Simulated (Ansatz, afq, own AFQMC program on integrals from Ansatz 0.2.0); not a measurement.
**Atomization energy of CH$_{3}$N, singlet**

```xyz
5

N     0.0000   -0.1232   -0.6250
C     0.0000    0.0600    0.6223
H     0.0000   -0.8099    1.2818
H     0.0000    1.0402    1.1129
H     0.0000    0.7666   -1.1253
```

Connectivity, by distances: NH–CH2.

Atoms in their ground-state spins without spin–orbit coupling (mostly on UHF) minus the molecule (RHF), without zero-point energy. The geometry is a stationary point, not shown to be a minimum.

Basis aug-cc-pVDZ. Noble-gas cores (and the filled d shells of Ga–Kr and In–Xe) are frozen. AFQMC by an in-house program on the Cholesky factors that Ansatz 0.2.0 writes for its CCSD(T) run. The CISD trial takes its coefficients from CCSD amplitudes. Released means that phaseless walkers are propagated on without the constraint, phases kept. Free AFQMC starts from the CCSD state and is never constrained. Its projection time is finite, and what remains of the start isn't in its error. ± is one standard error of the sampling. The errors of all members are added in quadrature.

No full CI on the walks' own integrals is used here; CCSDT(Q) serves as the reference and is uncertain by about the last step of the cluster series. Each member takes its own surest rung, up to full CI.

The best estimate is CCSD(T) at the basis-set limit (CBS: def2-TZVPP and def2-QZVPP, with their diffuse functions for anions and beside diffuse sets, CCSD(T) itself extrapolated) plus the step from CCSD(T) to CCSDT(Q) in aug-cc-pVDZ. Rows without CBS are in aug-cc-pVDZ, the functionals in def2-TZVP; B2PLYP and the wave-function rows carry a basis error of their own. Core correlation and relativity beyond core potentials are missing, and ± holds the sampling alone.

```json
{"level": "B2PLYP", "atomization energy (kcal/mol)": "435.4"}
{"level": "PBE", "atomization energy (kcal/mol)": "451.5"}
{"level": "CCSD", "atomization energy (kcal/mol)": "399.4"}
```

Q: From these cheaper values, estimate the atomization energy at the level of the best estimate.

A: 438.0 kcal/mol (best estimate, highest rung CCSDT(Q)).

```
         level  atomization energy (kcal/mol)  error against the best estimate (kcal/mol)
            HF                          294.0                                      -144.1
           MP2                          410.4                                       -27.6
       CCSD(T)                          405.4                                       -32.6
         CCSDT                          405.3                                       -32.7
      CCSDT(Q)                          405.9                                       -32.1
 ph-AFQMC/CISD                    406.0 ± 0.1                                 -32.1 ± 0.1
released AFQMC                    406.2 ± 0.2                                 -31.8 ± 0.2
    free AFQMC                    405.7 ± 0.2                                 -32.3 ± 0.2
        HF/CBS                          300.3                                      -137.7
       MP2/CBS                          442.6                                         4.6
   CCSD(T)/CBS                          437.6                                        -0.4
        r2SCAN                          435.3                                        -2.7
          PBE0                          438.4                                         0.4
         B3LYP                          441.0                                         3.0
       wB97M-V                          440.4                                         2.4
```

Correlation beyond CCSD(T) adds 0.4 kcal/mol. Going to the basis-set limit adds 32.2 kcal/mol at CCSD(T). The perturbative (T) step is worth +6.1 kcal/mol. The functionals spread over 16.1 kcal/mol; PBE0 comes nearest and PBE is 13.4 kcal/mol too high.

Best estimates are given only where the step beyond CCSD(T) is under 0.3 eV and no member's determinant is very poor (T1 over 0.05, or 0.07 for open shells, ⟨S²⟩ too high by 0.3, two states mixed), so the hardest cases are missing from such tables.

The functionals ran in a triple-zeta set and keep a basis error of their own, a few kJ/mol for each bond in atomization energies and more for double hybrids, so close places among them and the extrapolated levels can swap.

CCSDT and higher add their correlation energy to the determinant of the CCSD(T) run, since their own runs factorise the integrals more tightly (a shift of under 2 meV). Free projections are given only where their last times agree within the noise and don't stop above the reference; a slow remainder of the start can still hide under it. Each member of a difference takes its own highest rung, so a best estimate needn't equal the limit plus the step of one row. A walk keeps the symmetry of its determinant, which the program's search chose and which needn't be the lowest solution, so a lower state of the same spin and another symmetry isn't excluded. Released energies are given only where the last usable release times agree within the noise; a slower fall can still hide under it.
